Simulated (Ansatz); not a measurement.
Born–Oppenheimer molecular dynamics of FH + HO (4 atoms, charge -1, multiplicity 1). It starts from a relaxed structure.

Computed with RKS LDA/def2-SVP in Ansatz 0.2.0.

| Property | Result |
| --- | --- |
| ensemble | NVT, Langevin thermostat |
| time step | 0.5 fs |
| steps asked | 250 |
| set temperature | 300 K |
| friction | 0.02 /fs |
| seed | 903453 |

First frame:

```xyz
4
Properties=species:S:1:pos:R:3
O 0.757 0.524 -6.588
H 0.059 0.048 -6.080
F -0.647 -0.471 6.716
H -0.169 -0.102 5.952
```

(1) How far do the bonds stretch over the last three quarters of this one trajectory? (Pairs bonded in most of those frames.)

Results:

(1) 
| bond | mean (Å) | spread (Å) | shortest | longest |
| --- | --- | --- | --- | --- |
| O1–H2 | 0.987 | 0.028 | 0.94 | 1.04 |
| F3–H4 | 0.979 | 0.014 | 0.94 | 1.01 |

Mean temperature of the second half: 230 K. The mean temperature of the second half is 23 % below the set value. A run of 0.12 ps of so small a system gives no equilibrium averages. Limits of this set-up: an anion without diffuse functions, the dipole of an ion depends on the origin.

Time of the run: 57 s on 1 thread of Intel(R) Xeon(R) Platinum 8259CL CPU @ 2.50GHz (Skylake/Cascade Lake), on a shared host, peak memory 0.092 GiB.
